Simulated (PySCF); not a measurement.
## Basis-set dependence of population analyses: `O=C(Cl)C1CC1`

Compound: C4H5ClO.
Cartesian coordinates in Å at the PBE0-D3(BJ)/def2-SVP level; atoms count from 1:
```
atom  x, y, z in Å
O1     2.2400   -0.4765    0.1631
C2     1.5993    0.2798   -0.4829
Cl3    2.2790    0.9487   -2.0202
C4     0.2440    0.7705   -0.1696
C5    -0.1809    2.1853   -0.4946
C6    -0.7692    1.0576   -1.2547
H7    -0.1178    0.3310    0.7632
H8     0.5551    2.8117   -1.0032
H9    -0.7813    2.6903    0.2655
H10   -1.7953    0.7477   -1.0441
H11   -0.4378    0.9107   -2.2850
```

PBE0 throughout (PySCF), one geometry, spherical d and f functions. Isolated species at its PBE0-D3(BJ)/def2-SVP geometry (one conformer only). Atoms taken as equivalent share a column and are averaged. The first 7 of 8 kinds of atom are listed.

Mulliken charges (e):

```json
{"basis": "STO-3G", "functions": "39", "O1": "-0.144", "C2": "+0.215", "Cl3": "-0.185", "C4": "-0.107", "C5/C6": "-0.162", "H7": "+0.112", "H8/H11": "+0.113"}
{"basis": "6-31G", "functions": "68", "O1": "-0.326", "C2": "+0.139", "Cl3": "+0.041", "C4": "-0.268", "C5/C6": "-0.330", "H7": "+0.225", "H8/H11": "+0.220"}
{"basis": "6-31G*", "functions": "98", "O1": "-0.344", "C2": "+0.308", "Cl3": "-0.077", "C4": "-0.246", "C5/C6": "-0.364", "H7": "+0.223", "H8/H11": "+0.225"}
{"basis": "def2-SVP", "functions": "113", "O1": "-0.137", "C2": "+0.197", "Cl3": "-0.157", "C4": "-0.207", "C5/C6": "-0.056", "H7": "+0.081", "H8/H11": "+0.086"}
{"basis": "6-311+G(2d,p)", "functions": "200", "O1": "-0.320", "C2": "+0.124", "Cl3": "+0.034", "C4": "+0.022", "C5/C6": "-0.279", "H7": "+0.124", "H8/H11": "+0.153"}
{"basis": "def2-TZVP", "functions": "222", "O1": "-0.210", "C2": "+0.198", "Cl3": "-0.144", "C4": "-0.103", "C5/C6": "-0.233", "H7": "+0.140", "H8/H11": "+0.155"}
```

IAO charges (e):

```
        basis  functions      O1      C2     Cl3      C4   C5/C6      H7  H8/H11
       STO-3G         39  -0.136  +0.186  -0.126  -0.191  -0.251  +0.158  +0.154
        6-31G         68  -0.311  +0.328  -0.128  -0.192  -0.277  +0.180  +0.171
       6-31G*         98  -0.338  +0.373  -0.136  -0.189  -0.266  +0.173  +0.165
     def2-SVP        113  -0.338  +0.371  -0.128  -0.188  -0.260  +0.169  +0.161
6-311+G(2d,p)        200  -0.357  +0.386  -0.131  -0.192  -0.277  +0.178  +0.170
    def2-TZVP        222  -0.358  +0.388  -0.130  -0.193  -0.277  +0.177  +0.170
```

Hirshfeld charges (e):

| basis | functions | O1 | C2 | Cl3 | C4 | C5/C6 | H7 | H8/H11 |
| --- | --- | --- | --- | --- | --- | --- | --- | --- |
| STO-3G | 39 | -0.098 | +0.204 | -0.212 | -0.021 | -0.027 | +0.036 | +0.038 |
| 6-31G | 68 | -0.197 | +0.184 | -0.088 | -0.040 | -0.066 | +0.061 | +0.048 |
| 6-31G* | 98 | -0.200 | +0.190 | -0.092 | -0.037 | -0.067 | +0.062 | +0.047 |
| def2-SVP | 113 | -0.200 | +0.186 | -0.052 | -0.046 | -0.075 | +0.059 | +0.043 |
| 6-311+G(2d,p) | 200 | -0.208 | +0.172 | -0.042 | -0.056 | -0.078 | +0.067 | +0.049 |
| def2-TZVP | 222 | -0.207 | +0.178 | -0.047 | -0.053 | -0.079 | +0.066 | +0.048 |

ESP-fitted charges (e):

```json
{"basis": "STO-3G", "functions": "39", "O1": "-0.264", "C2": "+0.512", "Cl3": "-0.256", "C4": "-0.186", "C5/C6": "-0.225", "H7": "+0.133", "H8/H11": "+0.123"}
{"basis": "6-31G", "functions": "68", "O1": "-0.411", "C2": "+0.546", "Cl3": "-0.199", "C4": "-0.182", "C5/C6": "-0.276", "H7": "+0.170", "H8/H11": "+0.150"}
{"basis": "6-31G*", "functions": "98", "O1": "-0.327", "C2": "+0.361", "Cl3": "-0.150", "C4": "-0.075", "C5/C6": "-0.285", "H7": "+0.141", "H8/H11": "+0.149"}
{"basis": "def2-SVP", "functions": "113", "O1": "-0.342", "C2": "+0.378", "Cl3": "-0.122", "C4": "-0.092", "C5/C6": "-0.247", "H7": "+0.136", "H8/H11": "+0.124"}
{"basis": "6-311+G(2d,p)", "functions": "200", "O1": "-0.349", "C2": "+0.354", "Cl3": "-0.123", "C4": "-0.064", "C5/C6": "-0.269", "H7": "+0.138", "H8/H11": "+0.137"}
{"basis": "def2-TZVP", "functions": "222", "O1": "-0.351", "C2": "+0.369", "Cl3": "-0.123", "C4": "-0.081", "C5/C6": "-0.265", "H7": "+0.140", "H8/H11": "+0.135"}
```

Problem. Which scheme is steadiest as the basis changes?

Solution. Largest range over the bases for any column: Hirshfeld 0.17 e, ESP-fitted 0.19 e, IAO 0.22 e, Mulliken 0.31 e. Hirshfeld charges move least and Mulliken charges most, counted in e. Without the minimal STO-3G basis the ranges are Hirshfeld 0.05, ESP-fitted 0.19, IAO 0.06, Mulliken 0.31 e.

Problem. How much do the charges still move between the two largest bases, 6-311+G(2d,p) and def2-TZVP?

Solution. At most, over all atoms: Mulliken 0.179 e, IAO 0.002 e, Hirshfeld 0.006 e, ESP-fitted 0.017 e.

Problem. What do the same runs give for the total energy, the frontier levels and the dipole moment?

Solution. 
```csv
basis,energy (Eh),HOMO (eV),LUMO (eV),μ (D)
STO-3G,-682.5212,-5.95,1.64,2.88
6-31G,-690.3080,-8.31,-0.93,3.76
6-31G*,-690.3996,-8.18,-0.69,3.47
def2-SVP,-690.1130,-8.27,-0.77,3.21
"6-311+G(2d,p)",-690.5029,-8.41,-1.02,3.52
def2-TZVP,-690.5242,-8.35,-0.94,3.43
```

The dipole is fixed by the density alone, so its range of 0.88 D shows that the density itself changes with the basis, not only its division among atoms.
